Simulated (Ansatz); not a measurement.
A nudged elastic band was laid between two geometries of CH5AlN (8 atoms, charge -1, multiplicity 1).

Theory: RKS PBE/def2-SVP in Ansatz 0.2.0.

- movable images: 9
- climbing image: yes
- spring: 5.0 eV/Å²
- optimiser: quadratic models (default)
- start path: IDPP
- force threshold: 0.05 eV/Å
- iteration limit: 60
- end points: relaxed

Initial state:

```xyz
8
Properties=species:S:1:pos:R:3
C -0.786 0.806 -1.221
Al -0.101 0.358 0.438
N 0.678 -1.274 0.934
H -0.810 0.150 -2.117
H -1.337 1.753 -1.400
H -0.056 1.348 1.753
H 1.568 -1.198 1.443
H 0.845 -1.943 0.170
```

Final state:

```xyz
8
Properties=species:S:1:pos:R:3
C -0.667 0.877 -1.241
Al -0.136 0.339 0.449
N 1.030 -1.068 0.867
H -0.349 0.418 -2.201
H -1.263 1.798 -1.415
H -0.637 1.008 1.867
H 1.322 -1.659 0.077
H 0.700 -1.714 1.597
```

Q: Which bonds break or form, and what moves?

A: No bond is made or broken. The dihedral H6–Al2–N3–H8 goes from -171 to 47°. The two ends are copies of one structure, up to a mirror image or an exchange of like atoms.

Q: Give the energies along the band, and the barrier.

A: It converged. The highest image is number 5 of 0 to 10, 1.3 kcal/mol above the ends, which have the same energy within 2 meV. A vibrational analysis at the climbing image gives one clearly imaginary mode, 185i cm⁻¹: a first-order saddle point. Limits of this set-up: an anion without diffuse functions, the dipole of an ion depends on the origin.

```csv
image,path coordinate (Å),energy (kcal/mol),dihedral H6–Al2–N3–H8 (°)
0,0.00,0.0,-171
1,0.28,0.1,176
2,0.57,0.4,163
3,0.85,0.8,150
4,1.13,1.2,136
5,1.42,1.3,122
6,1.70,1.2,108
7,1.97,0.8,93
8,2.25,0.4,77
9,2.53,0.1,62
10,2.81,0.0,47
```

Q: What is the geometry of the highest image?

A: 
```xyz
8
Properties=species:S:1:pos:R:3
C -0.463 0.900 -1.221
Al -0.220 0.332 0.525
N 0.672 -1.249 1.082
H -0.114 0.365 -2.131
H -0.995 1.839 -1.485
H -0.766 1.177 1.825
H 1.641 -1.272 0.732
H 0.245 -2.093 0.673
```

Q: What are the harmonic wavenumbers there?

A: 185i, 202, 293, 460, 473, 532, 571, 632, 693, 721, 803, 1276, 1496, 1693, 2973, 3049, 3387, 3463 cm⁻¹.

Time of the run: 100 s on 1 thread of Arm Neoverse V1, with other jobs on the host, peak memory 0.12 GiB.
